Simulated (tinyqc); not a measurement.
Worked calculation: MP2 on RHF in the sto-6g basis, frozen core, for BH3, spin multiplicity 1. One step of it, computed by the program tinyqc.

Task: Second-order Moller-Plesset energy. E2 = sum_ijab (ia|jb) [2 (ia|jb) - (ib|ja)] / (e_i + e_j - e_a - e_b) over occupied i, j and virtual a, b; the opposite-spin part is (ia|jb)^2 / denominator, the rest is same-spin, and SCS-MP2 scales them by 6/5 and 1/3.

orbital energies (hartree): MO1 -7.524694, MO2 -0.667114, MO3 -0.465460, MO4 -0.465453, MO5 0.234485, MO6 0.685458, MO7 0.741854, MO8 0.741890

Two-electron integrals over orbitals (pq|rs), unique and non-zero (hartree); the lowest 1 orbital is frozen and left out:
```
(22|22) 0.442616    (32|32) 0.121291    (33|22) 0.439019    (33|33) 0.492571
(42|22) -0.000074   (42|33) -0.063561   (42|42) 0.121234    (43|32) -0.063540
(43|43) 0.049284    (44|22) 0.438940    (44|33) 0.393893    (44|42) 0.063592
(44|44) 0.492604    (52|22) -0.000836   (52|33) -0.000553   (52|42) 8.78e-08
(52|44) -0.000553   (52|52) 0.068866    (53|32) -0.000787   (53|43) 0.000796
(53|53) 0.017814    (54|22) 5.62e-07    (54|33) 0.000797    (54|42) -0.000788
(54|44) -0.000797   (54|52) 0.000011    (54|54) 0.017812    (55|22) 0.462578
(55|33) 0.434692    (55|42) -0.000006   (55|44) 0.434670    (55|52) 0.005537
(55|54) 2.27e-06    (55|55) 0.587188    (62|22) 0.042574    (62|33) 0.022182
(62|42) 3.26e-06    (62|44) 0.022036    (62|52) -0.000297   (62|54) 4.34e-06
(62|55) 0.108391    (62|62) 0.071335    (63|32) -0.042572   (63|43) 0.040192
(63|53) 0.000928    (63|63) 0.058693    (64|22) 0.000183    (64|33) 0.040458
(64|42) -0.042885   (64|44) -0.040272   (64|52) 0.000007    (64|54) 0.000933
(64|55) 0.000342    (64|62) 0.000366    (64|64) 0.059079    (65|22) -0.002213
(65|33) -0.001006   (65|42) 0.000010    (65|44) -0.000996   (65|52) 0.065607
(65|54) 0.000067    (65|55) 0.000621    (65|62) -0.003536   (65|64) -0.000007
(65|65) 0.068674    (66|22) 0.440594    (66|33) 0.439299    (66|42) 0.000676
(66|44) 0.440014    (66|52) -0.003969   (66|54) -0.000007   (66|55) 0.462841
(66|62) 0.030025    (66|64) -0.000185   (66|65) -0.005064   (66|66) 0.459112
(72|22) -0.000144   (72|33) 0.024892    (72|42) -0.003642   (72|44) -0.025046
(72|52) -4.20e-08   (72|54) 0.001333    (72|55) -0.000364   (72|62) -0.000097
(72|64) 0.045999    (72|65) 0.000012    (72|66) -0.000160   (72|72) 0.048833
(73|32) 0.051732    (73|43) -0.023867   (73|53) -0.000686   (73|63) -0.030209
(73|73) 0.036447    (74|22) 0.046151    (74|33) 0.053238    (74|42) -0.051447
(74|44) 0.005945    (74|52) 0.002301    (74|54) 0.000681    (74|55) 0.097214
(74|62) 0.068017    (74|64) 0.030318    (74|65) -0.000788   (74|66) 0.028547
(74|72) 0.009317    (74|74) 0.104956    (75|22) 0.000005    (75|33) -0.001464
(75|42) 0.003075    (75|44) 0.001472    (75|52) -0.000214   (75|54) 0.016247
(75|55) -2.72e-06   (75|62) 0.000012    (75|64) -0.001130   (75|65) -0.000156
(75|66) 0.000033    (75|72) 0.000409    (75|74) -0.001304   (75|75) 0.020124
(76|22) -0.000014   (76|33) -0.057684   (76|42) 0.108940    (76|44) 0.057820
(76|52) 0.000015    (76|54) -0.001030   (76|55) 0.000030    (76|62) 0.000032
(76|64) -0.045489   (76|65) 0.000023    (76|66) 0.000714    (76|72) -0.009078
(76|74) -0.052717   (76|75) 0.002728    (76|76) 0.111358    (77|22) 0.458059
(77|33) 0.424501    (77|42) 0.027794    (77|44) 0.489566    (77|52) 0.000863
(77|54) -0.000847   (77|55) 0.477502    (77|62) 0.046432    (77|64) -0.036450
(77|65) -0.000557   (77|66) 0.467337    (77|72) -0.031110   (77|74) 0.043380
(77|75) 0.000468    (77|76) 0.028846    (77|77) 0.528494    (82|32) -0.003684
(82|43) 0.024983    (82|53) 0.001333    (82|63) 0.045954    (82|73) -0.009840
(82|82) 0.048841    (83|22) 0.046081    (83|33) 0.005837    (83|42) 0.051597
(83|44) 0.053364    (83|52) 0.002301    (83|54) -0.000682   (83|55) 0.097197
(83|62) 0.067969    (83|64) -0.030006   (83|65) -0.000779   (83|66) 0.029200
(83|72) -0.009906   (83|74) 0.036704    (83|75) 0.001313    (83|76) 0.053021
(83|77) 0.064879    (83|83) 0.105144    (84|32) 0.051601    (84|43) -0.023737
(84|53) -0.000682   (84|63) -0.030025   (84|73) 0.032365    (84|82) -0.009684
(84|84) 0.036253    (85|32) 0.003076    (85|43) -0.001466   (85|53) 0.016247
(85|63) -0.001121   (85|73) 0.001314    (85|82) 0.000408    (85|84) 0.001310
(85|85) 0.020122    (86|32) 0.108784    (86|43) -0.057488   (86|53) -0.001024
(86|63) -0.044916   (86|73) 0.053010    (86|82) -0.008911   (86|84) 0.052869
(86|85) 0.002725    (86|86) 0.110983    (87|32) -0.028849   (87|43) 0.033073
(87|53) 0.000857    (87|63) 0.036999    (87|73) -0.011430   (87|82) 0.031049
(87|84) -0.011306   (87|85) -0.000492   (87|86) -0.029606   (87|87) 0.034585
(88|22) 0.458090    (88|33) 0.489936    (88|42) -0.028503   (88|44) 0.424109
(88|52) 0.000862    (88|54) 0.000855    (88|55) 0.477507    (88|62) 0.046612
(88|64) 0.037116    (88|65) -0.000561   (88|66) 0.466970    (88|72) 0.030855
(88|74) 0.065123    (88|75) -0.000482   (88|76) -0.029402   (88|77) 0.460256
(88|83) 0.042924    (88|88) 0.528869
```

Hartree-Fock energy = -26.32831546 hartree

Give: Terms; Pair energies; MP2 correlation energy; SCS-MP2 correlation energy; MP2 total energy.

Result:

Terms (the 40 largest of 74):
```
i  j  a  b  (ia|jb)  (ib|ja)  denominator       term
3  3  8  8    0.105    0.105       -2.415  -4.58e-03
4  4  7  7    0.105    0.105       -2.415  -4.56e-03
2  2  5  5    0.069    0.069       -1.803  -2.63e-03
2  4  6  7    0.068    0.046       -2.560  -2.39e-03
4  2  7  6    0.068    0.046       -2.560  -2.39e-03
2  3  6  8    0.068    0.046       -2.560  -2.39e-03
3  2  8  6    0.068    0.046       -2.560  -2.39e-03
2  2  6  6    0.071    0.071       -2.705  -1.88e-03
4  4  6  6    0.059    0.059       -2.302  -1.52e-03
3  3  6  6    0.059    0.059       -2.302  -1.50e-03
2  2  8  8    0.049    0.049       -2.818  -8.47e-04
2  2  7  7    0.049    0.049       -2.818  -8.46e-04
4  3  7  8    0.037    0.032       -2.415  -6.24e-04
3  4  8  7    0.037    0.032       -2.415  -6.24e-04
3  3  7  7    0.036    0.036       -2.415  -5.50e-04
4  4  8  8    0.036    0.036       -2.415  -5.44e-04
4  2  6  7    0.046    0.068       -2.560  -4.31e-04
2  4  7  6    0.046    0.068       -2.560  -4.31e-04
3  2  6  8    0.046    0.068       -2.560  -4.30e-04
2  3  8  6    0.046    0.068       -2.560  -4.30e-04
4  4  7  6    0.030    0.030       -2.358  -3.90e-04
4  4  6  7    0.030    0.030       -2.358  -3.90e-04
3  3  7  6   -0.030   -0.030       -2.358  -3.87e-04
3  3  6  7   -0.030   -0.030       -2.358  -3.87e-04
4  3  8  6   -0.030   -0.030       -2.358  -3.83e-04
3  4  6  8   -0.030   -0.030       -2.358  -3.83e-04
3  4  8  6   -0.030   -0.030       -2.358  -3.82e-04
4  3  6  8   -0.030   -0.030       -2.358  -3.82e-04
3  4  7  8    0.032    0.037       -2.415  -3.76e-04
4  3  8  7    0.032    0.037       -2.415  -3.76e-04
3  3  5  5    0.018    0.018       -1.400  -2.27e-04
4  4  5  5    0.018    0.018       -1.400  -2.27e-04
2  3  7  8   -0.010   -0.010       -2.616  -3.78e-05
3  2  8  7   -0.010   -0.010       -2.616  -3.78e-05
3  2  7  8   -0.010   -0.010       -2.616  -3.68e-05
2  3  8  7   -0.010   -0.010       -2.616  -3.68e-05
2  4  8  8   -0.010   -0.010       -2.616  -3.58e-05
4  2  8  8   -0.010   -0.010       -2.616  -3.58e-05
4  2  7  7    0.009    0.009       -2.616  -3.32e-05
2  4  7  7    0.009    0.009       -2.616  -3.32e-05
```

Pair energies (hartree; pair i-j sums ij and ji):
```
pair  opposite spin  same spin
2-2          -0.006          0
3-2          -0.005  -3.80e-04
3-3          -0.008          0
4-2          -0.005  -3.80e-04
4-3       -3.51e-03  -1.56e-05
4-4          -0.008          0
```

MP2 correlation energy = -0.03658 hartree

SCS-MP2 correlation energy = -0.04322 hartree

MP2 total energy = -26.36489 hartree
